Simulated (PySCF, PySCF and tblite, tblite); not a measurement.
# C4H4O2: telling isomers apart by computed NMR, part 2 of 3

PySCF and tblite. Atoms count from 0.

## 11. GFN2-xTB relaxation, isomer D, conformer 1

What the job is given:

```
{"job": {"xc": "GFN2-xTB", "basis": "xTB", "kind": "relax"}, "charge": 0, "multiplicity": 1}
O      2.046700     0.302300     0.098300
C      0.698200     0.213300     0.021900
C     -0.082400    -0.956500     0.010100
C     -1.392500    -0.495600    -0.075100
O     -1.431400     0.855400    -0.080000
C     -0.145200     1.286500    -0.029500
H      2.436900    -0.578100     0.128300
H      0.227600    -1.981000     0.041600
H     -2.348700    -0.998100    -0.108200
H     -0.000300     2.356500    -0.029900
```

The log of the run:

```text
step      E/eV     max force
  0    -509.18211    1.859
  1    -509.21823    0.727
  2    -509.22678    0.219
  3    -509.22906    0.136
  4    -509.23133    0.101
  5    -509.23171    0.082
  6    -509.23212    0.068
  7    -509.23243    0.075
  8    -509.23275    0.048
  9    -509.23287    0.026
 10    -509.23287    0.026
 11    -509.23290    0.020
 12    -509.23294    0.017
 13    -509.23296    0.017
 14    -509.23299    0.016
 15    -509.23301    0.013
 16    -509.23302    0.016
 17    -509.23304    0.015
 18    -509.23305    0.011
 19    -509.23305    0.010
 20    -509.23306    0.007
 21    -509.23306    0.005
 22    -509.23306    0.003
```

Run time: 0.06 s. Hardware: 1 thread of Arm Neoverse V2, shared host.

Relaxing gained 0.051 eV and moved the atoms by 0.02 Å on average (rms).

**GFN2-xTB relaxation, isomer D, conformer 2**

What the job is given:

```
{"job": {"xc": "GFN2-xTB", "basis": "xTB", "kind": "relax"}, "charge": 0, "multiplicity": 1}
O      1.968400     0.612000    -0.040100
C      0.677400     0.212700    -0.024300
C     -0.450600     1.024200    -0.030700
C     -1.532900     0.172900    -0.003700
O     -1.108500    -1.129000     0.054100
C      0.249000    -1.095000     0.031900
H      2.562200    -0.145900    -0.021100
H     -0.494700     2.111000    -0.067200
H     -2.599400     0.300200     0.009900
H      0.738100    -2.058500     0.068700
```

The log of the run:

```text
step      E/eV     max force
  0    -509.15018    1.769
  1    -509.21201    0.743
  2    -509.22047    0.257
  3    -509.22377    0.190
  4    -509.22649    0.155
  5    -509.22741    0.131
  6    -509.22816    0.078
  7    -509.22902    0.080
  8    -509.22960    0.069
  9    -509.22984    0.038
 10    -509.22984    0.038
 11    -509.22990    0.034
 12    -509.23000    0.031
 13    -509.23009    0.031
 14    -509.23020    0.037
 15    -509.23027    0.026
 16    -509.23032    0.023
 17    -509.23036    0.023
 18    -509.23039    0.015
 19    -509.23040    0.009
 20    -509.23041    0.009
 21    -509.23042    0.010
 22    -509.23043    0.008
 23    -509.23043    0.005
 24    -509.23043    0.002
```

Wall time 0.06 s (1 thread of Arm Neoverse V2, shared host).

The energy fell by 0.080 eV, and the atoms moved 0.03 Å (root mean square).

## 12. Shieldings, isomer D, conformer 1: PBE0/pcSseg-1

What the job is given:

```
{"job": {"xc": "PBE0", "basis": "pcSseg-1", "kind": "nmr", "pop": false}, "charge": 0, "multiplicity": 1}
O      2.056746     0.301115     0.098186
C      0.703165     0.227953     0.030427
C     -0.106483    -0.939403     0.005053
C     -1.389896    -0.492651    -0.066103
O     -1.429973     0.844076    -0.086002
C     -0.156751     1.286883    -0.027410
H      2.416551    -0.592308     0.127440
H      0.226744    -1.957298     0.035770
H     -2.324094    -1.016555    -0.106690
H      0.012874     2.342840    -0.033199
```

The log of the run:

```text
coarse grid: 9000 points
cycle   1  E = -304.7388277351  dE =  1.302e+00  |g| = 6.198e-01  |ddm| = 3.041e+00
cycle   2  E = -304.6957172992  dE =  4.311e-02  |g| = 8.138e-01  |ddm| = 1.077e+00
cycle   3  E = -304.8074297133  dE = -1.117e-01  |g| = 1.042e-01  |ddm| = 6.626e-01
cycle   4  E = -304.8092905581  dE = -1.861e-03  |g| = 4.177e-02  |ddm| = 9.147e-02
cycle   5  E = -304.8096276503  dE = -3.371e-04  |g| = 1.532e-02  |ddm| = 4.091e-02
cycle   6  E = -304.8096773764  dE = -4.973e-05  |g| = 4.097e-03  |ddm| = 1.537e-02
cycle   7  E = -304.8096808388  dE = -3.462e-06  |g| = 9.196e-04  |ddm| = 3.544e-03
final grid: 88736 points
cycle   8  E = -304.8652337510  dE = -1.702e-05  |g| = 1.149e-02  |ddm| = 2.494e-02
cycle   9  E = -304.8651960384  dE =  3.771e-05  |g| = 1.849e-02  |ddm| = 1.806e-02
cycle  10  E = -304.8652569412  dE = -6.090e-05  |g| = 1.654e-03  |ddm| = 1.165e-02
cycle  11  E = -304.8652575714  dE = -6.303e-07  |g| = 3.440e-04  |ddm| = 1.562e-03
cycle  12  E = -304.8652575930  dE = -2.158e-08  |g| = 1.174e-04  |ddm| = 3.553e-04
cycle  13  E = -304.8652575958  dE = -2.795e-09  |g| = 1.802e-05  |ddm| = 9.552e-05
cycle  14  E = -304.8652575958  dE = -3.763e-11  |g| = 1.204e-05  |ddm| = 2.114e-05
converged SCF energy = -304.8652575958

GIAO shielding tensors (ppm)
atom      isotropic    diamagn.    paramagn.     s11        s22        s33       span
  0 O      257.970     387.108    -129.138    226.444    264.699    282.767     56.323
  1 C       32.842     253.425    -220.583    -32.516     26.757    104.285    136.801
  2 C       77.962     258.403    -180.442      2.040     80.910    150.936    148.895
  3 C       41.807     252.667    -210.860    -30.908     44.427    111.901    142.808
  4 O       58.327     395.185    -336.858    -88.702     -9.219    272.904    361.606
  5 C       57.617     251.402    -193.784      1.909     56.751    114.191    112.283
  6 H       28.201      31.713      -3.512     19.291     26.758     38.554     19.263
  7 H       25.571      32.347      -6.776     24.022     25.924     26.768      2.745
  8 H       24.489      30.041      -5.551     21.715     25.400     26.352      4.637
  9 H       24.374      30.075      -5.701     21.772     25.215     26.135      4.362
```

Run time: 5.7 s. Hardware: 1 thread of Arm Neoverse V2, shared host.

In short: HOMO -6.24 eV, LUMO 0.37 eV; dipole 2.06 D.

## 13. Shieldings, isomer D, conformer 2: PBE0/pcSseg-1

What the job is given:

```
{"job": {"xc": "PBE0", "basis": "pcSseg-1", "kind": "nmr", "pop": false}, "charge": 0, "multiplicity": 1}
O      1.964025     0.633247    -0.042069
C      0.686260     0.179737    -0.014414
C     -0.468224     1.008788    -0.033632
C     -1.527165     0.156987     0.005799
O     -1.121130    -1.118398     0.047377
C      0.230390    -1.106199     0.035157
H      2.572764    -0.112619    -0.021863
H     -0.481033     2.077036    -0.071603
H     -2.583755     0.336378     0.008628
H      0.736750    -2.050303     0.064093
```

The log of the run:

```text
coarse grid: 9000 points
cycle   1  E = -304.7398469665  dE =  1.298e+00  |g| = 6.196e-01  |ddm| = 3.044e+00
cycle   2  E = -304.6952332560  dE =  4.461e-02  |g| = 8.159e-01  |ddm| = 1.003e+00
cycle   3  E = -304.8088148020  dE = -1.136e-01  |g| = 9.031e-02  |ddm| = 6.010e-01
cycle   4  E = -304.8102829464  dE = -1.468e-03  |g| = 3.266e-02  |ddm| = 7.893e-02
cycle   5  E = -304.8105067564  dE = -2.238e-04  |g| = 9.253e-03  |ddm| = 2.816e-02
cycle   6  E = -304.8105229897  dE = -1.623e-05  |g| = 4.344e-03  |ddm| = 1.002e-02
cycle   7  E = -304.8105272562  dE = -4.266e-06  |g| = 1.028e-03  |ddm| = 3.827e-03
final grid: 88736 points
cycle   8  E = -304.8658760463  dE = -1.851e-05  |g| = 1.101e-02  |ddm| = 2.414e-02
cycle   9  E = -304.8658457620  dE =  3.028e-05  |g| = 1.713e-02  |ddm| = 1.615e-02
cycle  10  E = -304.8658974677  dE = -5.171e-05  |g| = 1.408e-03  |ddm| = 1.012e-02
cycle  11  E = -304.8658978996  dE = -4.319e-07  |g| = 3.645e-04  |ddm| = 1.326e-03
cycle  12  E = -304.8658979246  dE = -2.502e-08  |g| = 1.252e-04  |ddm| = 3.767e-04
cycle  13  E = -304.8658979278  dE = -3.225e-09  |g| = 2.218e-05  |ddm| = 1.081e-04
cycle  14  E = -304.8658979279  dE = -7.276e-11  |g| = 1.361e-05  |ddm| = 2.706e-05
converged SCF energy = -304.8658979279

GIAO shielding tensors (ppm)
atom      isotropic    diamagn.    paramagn.     s11        s22        s33       span
  0 O      260.027     386.752    -126.725    215.025    269.260    295.794     80.769
  1 C       31.328     252.677    -221.350    -37.047     27.448    103.582    140.628
  2 C       77.290     253.269    -175.979     -0.041     74.442    157.468    157.508
  3 C       40.110     252.038    -211.928    -33.337     43.582    110.086    143.423
  4 O       65.050     395.544    -330.494    -78.316      3.478    269.987    348.303
  5 C       59.528     255.675    -196.148      2.570     65.339    110.674    108.104
  6 H       28.197      31.319      -3.122     19.336     26.897     38.357     19.020
  7 H       25.270      30.862      -5.592     23.490     25.906     26.414      2.924
  8 H       24.433      29.768      -5.335     21.663     25.338     26.298      4.635
  9 H       24.512      31.536      -7.024     22.149     25.062     26.324      4.174
```

Run time: 5.8 s. Hardware: 1 thread of Arm Neoverse V2, shared host.

Key values: HOMO -6.32 eV, LUMO 0.41 eV; dipole 0.93 D.

## 14. Boltzmann average, isomer D: properties at PBE0/pcSseg-1

What the job is given:

```
{"job": {"study": "conf", "smiles": "Oc1ccoc1", "search": {"seed": 2173, "n_embed": 60, "ff_keep": 14, "window": 2.5, "nmax": 6, "temps": [250, 298.15, 350], "t_ref": 298.15, "order": 0.002}, "level": {"nmr": {"xc": "PBE0", "basis": "pcSseg-1"}}, "kind": "conf"}, "charge": 0, "multiplicity": 1}
O      1.964025     0.633247    -0.042069
C      0.686260     0.179737    -0.014414
C     -0.468224     1.008788    -0.033632
C     -1.527165     0.156987     0.005799
O     -1.121130    -1.118398     0.047377
C      0.230390    -1.106199     0.035157
H      2.572764    -0.112619    -0.021863
H     -0.481033     2.077036    -0.071603
H     -2.583755     0.336378     0.008628
H      0.736750    -2.050303     0.064093
```

The log of the run:

```text
conformer  sym    E(xTB)   E(DFT)   G(298.15 K)  weight  dipole/D
    1     Cs      0.000    0.394    0.336   0.3618    2.060
    2     Cs      0.061    0.000    0.000   0.6382    0.932

mean shielding (ppm) by class
class atoms           250 K   298.15 K      350 K
  0 O  0            259.339    259.283    259.237
  1 C  1             31.834     31.875     31.909
  2 C  2             77.514     77.533     77.548
  3 C  3             40.677     40.724     40.761
  4 O  4             62.802     62.618      62.47
  5 C  5             58.889     58.837     58.795
  6 H  6             28.198     28.198     28.198
  7 H  7             25.371     25.379     25.385
  8 H  8             24.452     24.453     24.455
  9 H  9             24.466     24.462     24.459
```

Run time: 12 s. Hardware: 1 thread of Arm Neoverse V2, shared host. This counts the runs that the step sums up.

The search (ETKDG and KDG, MMFF94s, GFN2-xTB) embedded 60 structures, kept 2 distinct ones after the force field and 2 after xTB; 2 were carried on (window 2.5 kcal/mol at the search's own energies). Energies: PBE0/pcSseg-1 with D3(BJ).

The conformers at 298 K:

| no. | group | mirror pair | ΔE xTB | ΔE DFT | ΔG | weight (%) | μ (D) | H6–O0–C1–C2 (°) | A, B, C (GHz) |
| --- | --- | --- | --- | --- | --- | --- | --- | --- | --- |
| 1 | Cs | no | 0.00 | 0.39 | 0.34 | 36.2 | 2.06 | 0 | 9.40, 3.57, 2.59 |
| 2 | Cs | no | 0.06 | 0.00 | 0.00 | 63.8 | 0.93 | -180 | 9.39, 3.57, 2.59 |

Energies in kcal/mol. ΔG holds xTB vibrations and rotation, symmetry numbers and mirror pairs.

Weights (%) by temperature:

| no. | 250 K | 298 K | 350 K |
| --- | --- | --- | --- |
| 2 | 66.6 | 63.8 | 61.6 |
| 1 | 33.4 | 36.2 | 38.4 |

Other ways of weighting, at the same temperature:

| scheme | 2 | 1 | mean μ (D) |
| --- | --- | --- | --- |
| DFT free energy | 64 | 36 | 1.34 |
| DFT energy, symmetry counted | 66 | 34 | 1.31 |
| DFT energy alone | 66 | 34 | 1.31 |
| xTB energy, symmetry counted | 47 | 53 | 1.52 |
| xTB free energy | 45 | 55 | 1.55 |
| lowest conformer only | 100 | 0 | 0.93 |
| equal weights | 50 | 50 | 1.50 |

Shifts against references run at the same level (¹H TMS 31.72, ¹³C TMS 186.9, ¹⁷O H2O 336.1 ppm of shielding), by class of atoms, at 298 K:

| atoms | environment | no. 2 | no. 1 | average |
| --- | --- | --- | --- | --- |
| C1 | aromatic carbon bearing oxygen | 155.6 | 154.1 | 155.1 |
| C3 | aromatic CH next to the ring oxygen | 146.8 | 145.1 | 146.2 |
| C5 | aromatic CH next to the ring oxygen | 127.4 | 129.3 | 128.1 |
| C2 | aromatic CH | 109.6 | 109.0 | 109.4 |
| H8 | hydrogen on an aromatic CH next to the ring oxygen | 7.28 | 7.23 | 7.26 |
| H9 | hydrogen on an aromatic CH next to the ring oxygen | 7.20 | 7.34 | 7.25 |
| H7 | hydrogen on an aromatic CH | 6.45 | 6.15 | 6.34 |
| H6 | hydrogen on a phenol-type oxygen | 3.52 | 3.52 | 3.52 |
| O4 | aromatic ring oxygen | 271.0 | 277.8 | 273.5 |
| O0 | phenol-type oxygen | 76.1 | 78.1 | 76.8 |

Effective distances for nuclear Overhauser effects, ⟨r⁻⁶⟩^(−1/6) over all pairs of two classes (Å): H7···H8 2.73; H6···H9 2.85; H6···H7 2.97.

## 15. GFN2-xTB relaxation, isomer E, conformer 1

What the job is given:

```
{"job": {"xc": "GFN2-xTB", "basis": "xTB", "kind": "relax"}, "charge": 0, "multiplicity": 1}
C      1.120000    -0.764100    -0.016100
C      1.214500     0.575700     0.019300
O      0.122300     1.396500     0.048100
C     -1.113100     0.768400     0.003100
C     -1.221500    -0.573300    -0.025100
O     -0.119100    -1.401100    -0.050900
H      1.935500    -1.455100    -0.033200
H      2.150600     1.130600     0.060500
H     -1.930800     1.454600     0.027100
H     -2.149600    -1.127400    -0.055400
```

The log of the run:

```text
step      E/eV     max force
  0    -508.13948    1.884
  1    -508.15388    1.889
  2    -508.20102    0.275
  3    -508.20692    0.203
  4    -508.22345    0.128
  5    -508.22436    0.096
  6    -508.22556    0.090
  7    -508.22629    0.146
  8    -508.22707    0.092
  9    -508.22736    0.028
 10    -508.22736    0.028
 11    -508.22739    0.018
 12    -508.22741    0.015
 13    -508.22742    0.006
 14    -508.22742    0.004
```

It took 0.04 s on 1 thread of Arm Neoverse V2, shared host.

Relaxing gained 0.088 eV and moved the atoms by 0.04 Å on average (rms).

## 16. Shieldings, isomer E, conformer 1: PBE0/pcSseg-1

What the job is given:

```
{"job": {"xc": "PBE0", "basis": "pcSseg-1", "kind": "nmr", "pop": false}, "charge": 0, "multiplicity": 1}
C      1.091326    -0.750808    -0.017021
C      1.198459     0.565070     0.026974
O      0.117517     1.433270     0.044042
C     -1.089612     0.751764     0.011525
C     -1.196609    -0.564093    -0.031090
O     -0.115715    -1.432306    -0.050719
H      1.935482    -1.416637    -0.031084
H      2.139132     1.085252     0.054029
H     -1.933860     1.417636     0.025483
H     -2.137237    -1.084495    -0.054666
```

The log of the run:

```text
coarse grid: 9000 points
cycle   1  E = -304.7089102916  dE =  1.167e+00  |g| = 5.685e-01  |ddm| = 2.949e+00
cycle   2  E = -304.6632177951  dE =  4.569e-02  |g| = 7.728e-01  |ddm| = 8.741e-01
cycle   3  E = -304.7634970291  dE = -1.003e-01  |g| = 9.273e-02  |ddm| = 5.584e-01
cycle   4  E = -304.7650952883  dE = -1.598e-03  |g| = 1.381e-02  |ddm| = 5.692e-02
cycle   5  E = -304.7651385141  dE = -4.323e-05  |g| = 5.182e-03  |ddm| = 1.529e-02
cycle   6  E = -304.7651443396  dE = -5.825e-06  |g| = 4.322e-04  |ddm| = 3.852e-03
final grid: 88736 points
cycle   7  E = -304.8230658937  dE = -1.278e-05  |g| = 1.353e-02  |ddm| = 2.169e-02
cycle   8  E = -304.8230204099  dE =  4.548e-05  |g| = 2.115e-02  |ddm| = 1.916e-02
cycle   9  E = -304.8230976894  dE = -7.728e-05  |g| = 8.753e-04  |ddm| = 1.220e-02
cycle  10  E = -304.8230978600  dE = -1.706e-07  |g| = 1.266e-04  |ddm| = 7.514e-04
cycle  11  E = -304.8230978633  dE = -3.214e-09  |g| = 2.904e-05  |ddm| = 1.151e-04
cycle  12  E = -304.8230978632  dE =  8.060e-11  |g| = 3.443e-05  |ddm| = 5.219e-05
cycle  13  E = -304.8230978634  dE = -2.734e-10  |g| = 1.436e-06  |ddm| = 2.925e-05
converged SCF energy = -304.8230978634

GIAO shielding tensors (ppm)
atom      isotropic    diamagn.    paramagn.     s11        s22        s33       span
  0 C       52.386     251.599    -199.213    -31.080     84.287    103.950    135.030
  1 C       52.380     251.601    -199.221    -31.093     84.293    103.940    135.032
  2 O      233.447     394.614    -161.167    165.017    167.790    367.534    202.517
  3 C       52.391     251.605    -199.214    -31.068     84.306    103.935    135.003
  4 C       52.388     251.602    -199.213    -31.064     84.283    103.946    135.010
  5 O      233.445     394.617    -161.172    165.017    167.766    367.551    202.534
  6 H       26.308      29.784      -3.476     25.426     26.363     27.135      1.709
  7 H       26.307      29.782      -3.475     25.425     26.361     27.134      1.709
  8 H       26.306      29.782      -3.476     25.423     26.361     27.133      1.710
  9 H       26.308      29.786      -3.477     25.425     26.363     27.137      1.712
```

It took 5.8 s on 1 thread of Arm Neoverse V2, shared host.

Key values: HOMO -5.58 eV, LUMO -0.15 eV; dipole 0.00 D.

## 17. Boltzmann average, isomer E: properties at PBE0/pcSseg-1

What the job is given:

```
{"job": {"study": "conf", "smiles": "C1=COC=CO1", "search": {"seed": 2173, "n_embed": 60, "ff_keep": 14, "window": 2.5, "nmax": 6, "temps": [250, 298.15, 350], "t_ref": 298.15, "order": 0.002}, "level": {"nmr": {"xc": "PBE0", "basis": "pcSseg-1"}}, "kind": "conf"}, "charge": 0, "multiplicity": 1}
C      1.091326    -0.750808    -0.017021
C      1.198459     0.565070     0.026974
O      0.117517     1.433270     0.044042
C     -1.089612     0.751764     0.011525
C     -1.196609    -0.564093    -0.031090
O     -0.115715    -1.432306    -0.050719
H      1.935482    -1.416637    -0.031084
H      2.139132     1.085252     0.054029
H     -1.933860     1.417636     0.025483
H     -2.137237    -1.084495    -0.054666
```

The log of the run:

```text
conformer  sym    E(xTB)   E(DFT)   G(298.15 K)  weight  dipole/D
    1     D2h     0.000    0.000    0.000   1.0000    0.004

mean shielding (ppm) by class
class atoms           250 K   298.15 K      350 K
  0 C  0,1,3         52.386     52.386     52.386
  1 O  2,5          233.446    233.446    233.446
  2 H  6,7,8         26.307     26.307     26.307
```

Run time: 6 s. Hardware: 1 thread of Arm Neoverse V2, shared host. This counts the runs that the step sums up.

The search (ETKDG and KDG, MMFF94s, GFN2-xTB) embedded 60 structures, kept 1 distinct ones after the force field and 1 after xTB; 1 was carried on (window 2.5 kcal/mol at the search's own energies). Energies: PBE0/pcSseg-1 with D3(BJ).

Conformer by conformer (298 K):

| no. | group | mirror pair | ΔE xTB | ΔE DFT | ΔG | weight (%) | μ (D) | A, B, C (GHz) |
| --- | --- | --- | --- | --- | --- | --- | --- | --- |
| 1 | D2h | no | 0.00 | 0.00 | 0.00 | 100.0 | 0.00 | 6.31, 5.41, 2.91 |

Energies in kcal/mol. ΔG holds xTB vibrations and rotation, symmetry numbers and mirror pairs.

Shifts against references run at the same level (¹H TMS 31.72, ¹³C TMS 186.9, ¹⁷O H2O 336.1 ppm of shielding), by class of atoms, at 298 K:

| atoms | environment | average |
| --- | --- | --- |
| C0, C1, C3, C4 | alkene carbon bearing oxygen | 134.5 |
| H6, H7, H8, H9 | hydrogen on an alkene carbon bearing oxygen | 5.41 |
| O2, O5 | ether oxygen | 102.6 |

## 18. Shieldings, isomer D, conformer 1: OPBE/pcSseg-1 in methanol

What the job is given:

```
{"job": {"xc": "OPBE", "basis": "pcSseg-1", "solvent": "methanol", "kind": "nmr", "pop": false}, "charge": 0, "multiplicity": 1}
O      2.052875     0.296914     0.097883
C      0.697728     0.224981     0.030122
C     -0.109532    -0.947640     0.004956
C     -1.393891    -0.496803    -0.066263
O     -1.427991     0.843889    -0.086020
C     -0.148026     1.293238    -0.027139
H      2.441530    -0.586129     0.128906
H      0.229317    -1.969314     0.035929
H     -2.340042    -1.012251    -0.107342
H      0.006916     2.357770    -0.033559
```

The log of the run:

```text
coarse grid: 9000 points
cycle   1  E = -304.9407844841  dE =  1.065e+00  |g| = 6.667e-01  |ddm| = 3.086e+00
cycle   2  E = -304.8238682243  dE =  1.169e-01  |g| = 1.045e+00  |ddm| = 1.390e+00
cycle   3  E = -305.0211298506  dE = -1.973e-01  |g| = 1.578e-01  |ddm| = 9.305e-01
cycle   4  E = -305.0262488771  dE = -5.119e-03  |g| = 4.563e-02  |ddm| = 1.411e-01
cycle   5  E = -305.0266121945  dE = -3.633e-04  |g| = 2.156e-02  |ddm| = 4.426e-02
cycle   6  E = -305.0267168394  dE = -1.046e-04  |g| = 5.930e-03  |ddm| = 2.029e-02
cycle   7  E = -305.0267238976  dE = -7.058e-06  |g| = 2.267e-03  |ddm| = 5.989e-03
final grid: 88736 points
cycle   8  E = -305.0802872527  dE = -2.240e-05  |g| = 2.979e-02  |ddm| = 5.581e-02
cycle   9  E = -305.0797667193  dE =  5.205e-04  |g| = 6.104e-02  |ddm| = 5.667e-02
cycle  10  E = -305.0804368712  dE = -6.702e-04  |g| = 4.600e-03  |ddm| = 3.912e-02
cycle  11  E = -305.0804418438  dE = -4.973e-06  |g| = 7.363e-04  |ddm| = 4.165e-03
cycle  12  E = -305.0804419469  dE = -1.032e-07  |g| = 2.486e-04  |ddm| = 7.299e-04
cycle  13  E = -305.0804419611  dE = -1.418e-08  |g| = 7.660e-05  |ddm| = 2.468e-04
cycle  14  E = -305.0804419626  dE = -1.474e-09  |g| = 1.680e-05  |ddm| = 7.436e-05
cycle  15  E = -305.0804419626  dE = -5.855e-11  |g| = 6.103e-06  |ddm| = 1.809e-05
converged SCF energy = -305.0804419626

GIAO shielding tensors (ppm)
atom      isotropic    diamagn.    paramagn.     s11        s22        s33       span
  0 O      252.467     387.880    -135.412    213.279    259.410    284.714     71.435
  1 C       41.685     253.065    -211.380    -11.103     32.942    103.215    114.318
  2 C       83.379     255.516    -172.137     14.017     83.384    152.734    138.717
  3 C       49.968     252.322    -202.354    -15.343     52.190    113.057    128.400
  4 O       65.650     394.091    -328.441    -69.924      7.407    259.467    329.391
  5 C       67.460     250.877    -183.418     19.047     67.167    116.166     97.119
  6 H       26.888      31.340      -4.451     18.393     24.816     37.457     19.064
  7 H       25.012      32.204      -7.192     23.319     25.598     26.117      2.798
  8 H       24.107      29.759      -5.652     21.396     24.823     26.101      4.705
  9 H       24.125      29.946      -5.821     21.704     25.123     25.548      3.844
```

Run time: 5.6 s. Hardware: 1 thread of Arm Neoverse V2, shared host.

In short: HOMO -5.12 eV, LUMO -0.48 eV; dipole 2.51 D.

[end of part 2 of 3]
